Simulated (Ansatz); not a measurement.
Start from `FC1(S)CO1` and change one atom or group to get `SC1CO1`.

Ansatz, PBE0-D4/def2-TZVP geometries, multiplicity 1. Each molecule was computed in one conformer, which needn't be the lowest.

| property | `FC1(S)CO1` |
| --- | --- |
| zero-point energy (PBE0-D4/def2-TZVP) / kJ/mol | 128.9 |
| size of the dipole moment (B3LYP/def2-TZVPP) / D | 1.30 |
| ideal-gas entropy at 298 K and 1 bar (rigid rotor, harmonic PBE0-D4/def2-TZVP) / J/(mol·K) | 306 |
| LUMO energy (PBE0/def2-TZVPP) / eV | 0.15 |
| HOMO–LUMO gap (PBE/def2-TZVPP) / eV | 5.48 |
| HOMO–LUMO gap (B3LYP/def2-TZVPP) / eV | 7.28 |

Q: What does the change do to each property? (An estimate is asked.)

A: Ansatz gave: 
| property | `SC1CO1` | shift |
| --- | --- | --- |
| zero-point energy (PBE0-D4/def2-TZVP) / kJ/mol | 150.0 | 21.1 |
| size of the dipole moment (B3LYP/def2-TZVPP) / D | 1.91 | 0.61 |
| ideal-gas entropy at 298 K and 1 bar (rigid rotor, harmonic PBE0-D4/def2-TZVP) / J/(mol·K) | 289 | -17 |
| LUMO energy (PBE0/def2-TZVPP) / eV | 0.27 | 0.12 |
| HOMO–LUMO gap (PBE/def2-TZVPP) / eV | 5.16 | -0.32 |
| HOMO–LUMO gap (B3LYP/def2-TZVPP) / eV | 6.89 | -0.39 |

With PBE0 the HOMO rises by 0.55 eV and the LUMO rises by 0.12 eV, so the gap narrows by about 0.43 eV. PBE moves the HOMO by 0.46 eV and ωB97M-V by 0.60 eV. Dipoles are sizes alone; their direction can turn.

B3LYP here is the variant with VWN-RPA as its local correlation; programs differ in this.
